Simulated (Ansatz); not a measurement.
Reaction (SMILES): N#N (N2) + H+ → N#[NH+]
B3LYP-D3(BJ)/def2-TZVP geometries, fixed; electronic energies without zero-point terms; positive where energy is released.

Core correlation in the proton affinity at CCSD(T) with Ansatz (a quantum-chemistry and plane-wave program), in kcal/mol: frozen core against all electrons. Core-valence sets carry the plain set on hydrogen. Costs are rough ratios of core time on shared machines of one kind.

| basis | functions, most | frozen core | all electrons | core term (second minus first) | cost over frozen core |
|---|---|---|---|---|---|
| cc-pVDZ | 33 | 127.08 | 127.25 | 0.17 | - |
| cc-pCVDZ | 41 | 126.76 | 126.89 | 0.14 | - |
| cc-pVTZ | 74 | 124.93 | 126.24 | 1.31 | - |
| cc-pCVTZ | 100 | 124.71 | 124.79 | 0.07 | - |
| cc-pwCVTZ | 100 | 124.65 | 124.70 | 0.05 | - |
| cc-pVQZ | 140 | 123.84 | 124.34 | 0.49 | 1× |
| cc-pwCVQZ | 198 | 123.70 | 123.75 | 0.05 | 1× |
| cc-pCVQZ | 198 | 123.74 | 123.79 | 0.05 | 1× |

The largest core-valence set, cc-pCVQZ, gives a core term of 0.05 kcal/mol; the valence set cc-pVQZ, which lacks functions for the core, gives 0.49.
